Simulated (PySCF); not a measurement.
# [NH4]+ (ammonium) at CCSDTQ/STO-3G

What is the energy change on altering one bond length of [NH4]+ (ammonium) at CCSDTQ/STO-3G? The job is set up through a Python script.

The results are computed with PySCF 2.14.0.

16 further runs of the same task are left out: 4 that didn't finish, 12 set aside as unsound or not needed.

### Step 1. The molecule

[NH4]+ has 5 atoms, charge +1, and is taken as a singlet. SMILES: `[NH4+]`. The coordinates come from a GFN2-xTB relaxation.

Bond lengths: N1–H2 1.030 Å, N1–H3 1.029 Å, N1–H4 1.030 Å, N1–H5 1.030 Å. Angles: H2–N1–H3 109.5°, H2–N1–H4 109.4°, H2–N1–H5 109.5°, H3–N1–H4 109.5°, H3–N1–H5 109.4°, H4–N1–H5 109.5°.

### Step 2. A single-point energy at CCSDTQ/STO-3G

calc.py reads:

```python
# [NH4+]
from pyscf import gto, cc

molecule = gto.Mole()
molecule.atom = '''
N      0.000080     0.000050    -0.000010
H      0.455870    -0.450720     0.805650
H     -0.977900     0.217540     0.236550
H      0.024080    -0.637350    -0.808220
H      0.497880     0.870480    -0.233970
'''
molecule.max_memory = 1860
molecule.basis = 'sto-3g'
molecule.spin = 0
molecule.verbose = 3
molecule.charge = 1
molecule.build()

calc0 = molecule.RHF()
calc0.conv_tol = 1e-10
calc0.kernel()
if not calc0.converged:
    calc0 = calc0.newton().run(calc0.mo_coeff, calc0.mo_occ)

mycc = cc.CCSDTQ(calc0, frozen=1)
mycc.kernel()
e_final = mycc.e_tot
print(f'total energy: {e_final:.8f} hartree')
```

Run with:

```sh
OMP_NUM_THREADS=1 python calc.py
```

What it wrote:

```text
converged SCF energy = -55.8680753038534
_make_eris_incore_RCCSDTQ

WARN: A large `blksize` is being used, which may cause large memory consumption
      for storing contraction intermediates. If memory is sufficient, consider using
      `pyscf.cc.rccsdtq_highm.RCCSDTQ` instead.

RCCSDTQ converged
E(RCCSDTQ) = -55.94957796357288   E_corr = -0.08150265971950708
E_corr(same-spin) = -0.00381878743587184
E_corr(oppo-spin) = -0.0776838722836352
total energy: -55.94957796 hartree
```

It took 1.2 s on 1 thread of Arm Neoverse V2, shared host; peak memory 0.12 GiB.

### Step 3. The distorted shape at the same level

input.py reads:

```python
from pyscf import gto, cc

molecule = gto.Mole()
molecule.atom = '''
N     -0.019121     0.509992     0.646586
H      0.436669     0.059222     1.452246
H     -0.997101     0.727482     0.883146
H      0.024080    -0.637350    -0.808220
H      0.478679     1.380422     0.412626
'''
molecule.charge = 1
molecule.max_memory = 1860
molecule.basis = 'sto-3g'
molecule.verbose = 3
molecule.spin = 0
molecule.build()

calc0 = molecule.RHF()
calc0.conv_tol = 1e-10
calc0.kernel()
if not calc0.converged:
    calc0 = calc0.newton().run(calc0.mo_coeff, calc0.mo_occ)

mycc = cc.CCSDTQ(calc0, frozen=1)
mycc.kernel()
e_final = mycc.e_tot
print('E = %.10f Eh' % e_final)
```

Run with:

```sh
OMP_NUM_THREADS=1 python input.py
```

What it wrote:

```text
converged SCF energy = -55.6672452082164
_make_eris_incore_RCCSDTQ

WARN: A large `blksize` is being used, which may cause large memory consumption
      for storing contraction intermediates. If memory is sufficient, consider using
      `pyscf.cc.rccsdtq_highm.RCCSDTQ` instead.

RCCSDTQ converged
E(RCCSDTQ) = -55.79415700772194   E_corr = -0.1269117995055024
E_corr(same-spin) = -0.0046844588576815
E_corr(oppo-spin) = -0.122227340647821
E = -55.7941570077 Eh
```

It took 1.4 s on 1 thread of Arm Neoverse V2, shared host; peak memory 0.12 GiB.

### Step 4. What came out

At CCSDTQ/STO-3G, 1 core orbital frozen:

| quantity | value |
| --- | --- |
| first shape: total energy | -55.94958 Eh |
| first shape: HOMO energy (Hartree–Fock orbitals) | -27.27 eV |
| first shape: LUMO energy (Hartree–Fock orbitals) | 6.22 eV |
| first shape: HOMO–LUMO gap (Hartree–Fock orbitals) | 33.49 eV |
| first shape: correlation energy (1 core orbital frozen) | -81.5 mEh |
| first shape: T1 diagnostic | 0.004 |
| distorted shape: total energy | -55.79416 Eh |
| distorted shape: HOMO energy (Hartree–Fock orbitals) | -20.13 eV |
| distorted shape: LUMO energy (Hartree–Fock orbitals) | -5.16 eV |
| distorted shape: HOMO–LUMO gap (Hartree–Fock orbitals) | 14.97 eV |
| distorted shape: correlation energy (1 core orbital frozen) | -126.9 mEh |
| distorted shape: T1 diagnostic | 0.044 |
| energy change with the N1–H4 bond stretched from 1.030 to 1.853 Å | 4.229 eV |

What this shows: With the N1–H4 bond stretched from 1.030 to 1.853 Å the energy rises by 4.23 eV (408 kJ/mol). The first shape isn't relaxed at this level, so the change isn't measured from a minimum. The minimal basis adds a large error of its own. Mulliken charges (distorted shape) of the mean-field density run from -0.37 on N1 to +0.47 on H4.
